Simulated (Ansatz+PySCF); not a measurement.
Two shapes of singlet CH5N.

Shape 1:

```xyz
7

C     0.0000    0.0315   -0.6953
N     0.0000    0.0705    0.7510
H     0.0000   -0.9776   -1.1599
H    -0.8819    0.5659   -1.0833
H     0.8819    0.5659   -1.0833
H    -0.8127   -0.4182    1.1206
H     0.8127   -0.4182    1.1206
```

Shape 2:

```xyz
7

C     0.0000    0.0290   -0.6397
N     0.0000    0.0648    0.6909
H     0.0000   -0.8994   -1.0671
H    -0.8114    0.5206   -0.9966
H     0.8114    0.5206   -0.9966
H    -0.7477   -0.3847    1.0310
H     0.7477   -0.3847    1.0310
```

Basis set: def2-SVP (spherical functions). Left uncorrelated: 2 orbitals. Charge 0, multiplicity 1.

Computed with Ansatz (development build ahead of 0.2.0); each method stands on the lowest determinant of its kind that the runs found.

Which shape is lower in energy, and by how much in each method?

```json
{"method": "RHF", "E(2) − E(1) (eV)": "0.979"}
{"method": "UHF", "E(2) − E(1) (eV)": "0.979"}
{"method": "RHF-MP2", "E(2) − E(1) (eV)": "1.160"}
{"method": "UHF-MP2", "E(2) − E(1) (eV)": "1.160"}
{"method": "UHF-CCSD", "E(2) − E(1) (eV)": "1.202"}
```

Shape 1 is lower.
